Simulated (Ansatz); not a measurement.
# CH₅BO: a ladder of functionals and wavefunction methods

The task here is to estimate one member of a computed series from the others.

The runs use Ansatz 0.2.0, Gaussian basis; functionals in def2-TZVPP, the program's frozen cores in correlated methods.

Plan: LDA (SPW92), PBE-D4, revPBE-D4, BLYP-D4, r2SCAN-D4, B97M-V, PBE0-D4, B3LYP-D4, r2SCANh-D4, r2SCAN0-D4, HSE06-D4, BHLYP-D4, CAM-B3LYP-D4, LC-ωPBE, ωB97X-V, ωB97M-V, B2PLYP, PBE-QIDH; CCSD(T)/def2-SVP; CCSD(T)/def2-TZVPP; MP2/def2-QZVPP; extrapolation to the limit; RPA on PBE.

**The relaxed structure**

An earlier PBE0-D4 in a triple-zeta def2 set relaxation fixed the geometry.

SMILES `CBO`, 8 atoms, charge 0, spin multiplicity 1.

Atoms are counted from 1 here; the program's logs count them from 0.

Bond lengths: C1–B2 1.559 Å, C1–H4 1.092 Å, C1–H5 1.096 Å, C1–H6 1.096 Å, B2–O3 1.357 Å, B2–H7 1.207 Å, O3–H8 0.960 Å. Angles: B2–C1–H4 113.4°, B2–C1–H5 110.2°, B2–C1–H6 110.2°, H4–C1–H5 108.7°, H4–C1–H6 108.7°, H5–C1–H6 105.3°, C1–B2–O3 119.4°, C1–B2–H7 121.8°, O3–B2–H7 118.7°, B2–O3–H8 113.1°.

The first run:

The input, in.yaml:

```yaml
crystal:
  periodic: [false, false, false]
  atoms:
    - {symbol: C, position_ang: [-0.618628, 0.710266, -0.324598]}
    - {symbol: B, position_ang: [0.508785, -0.240118, 0.180213]}
    - {symbol: O, position_ang: [0.240713, -1.558345, 0.355637]}
    - {symbol: H, position_ang: [-1.568290, 0.201178, -0.499394]}
    - {symbol: H, position_ang: [-0.308469, 1.205066, -1.251883]}
    - {symbol: H, position_ang: [-0.780548, 1.520108, 0.395697]}
    - {symbol: H, position_ang: [1.620532, 0.163085, 0.420791]}
    - {symbol: H, position_ang: [0.998204, -2.058441, 0.667736]}
basis:
  gaussian: {orbitals: def2-TZVPP}
hamiltonian: {xc: lda}
output: {orbitals: {seedname: orbitals}}
```

Among the steps run: LDA; PBE-D4 (GGA); revPBE-D4 (GGA); BLYP-D4 (GGA); r2SCAN-D4 (meta-GGA); B97M-V (meta-GGA); PBE0-D4 (hybrid); B3LYP-D4 (hybrid); r2SCANh-D4 (hybrid); r2SCAN0-D4 (hybrid); HSE06-D4 (hybrid); BHLYP-D4 (hybrid); CAM-B3LYP-D4 (range-separated); LC-ωPBE-D4 (range-separated; the results give it without D4); ωB97X-V (range-separated); ωB97M-V (range-separated); B2PLYP (double hybrid); PBE-QIDH (double hybrid).

One table of the session follows, with a row left open; its other results are not shown here.

It belongs to the step «Orbital energies across the functionals». 

| functional | HOMO (eV) | gap (eV) |
| --- | --- | --- |
| LDA (SPW92) | -7.15 | 6.09 |
| PBE-D4 | -7.09 | 6.29 |
| revPBE-D4 | -7.06 | 6.36 |
| BLYP-D4 | -7.04 | 6.35 |
| r2SCAN-D4 | -7.40 | 7.02 |
| B97M-V | -7.51 | 7.07 |
| PBE0-D4 | -8.57 | 8.78 |
| B3LYP-D4 | -8.38 | 8.33 |
| r2SCANh-D4 | -7.95 | 7.92 |
| r2SCAN0-D4 | -8.77 | 9.24 |
| HSE06-D4 | -8.16 | 7.99 |
| BHLYP-D4 | -10.01 | 11.22 |
| CAM-B3LYP-D4 | ? | ? |
| LC-ωPBE | -11.41 | 13.93 |
| ωB97X-V | -11.06 | 13.46 |
| ωB97M-V | -10.92 | 13.02 |

Q: Estimate the row for CAM-B3LYP-D4 from the others.

**Answer.** HOMO (eV): -10.06; gap (eV): 11.34. In the column «HOMO (eV)» it lies between ωB97M-V (-10.92) and BHLYP-D4 (-10.01).
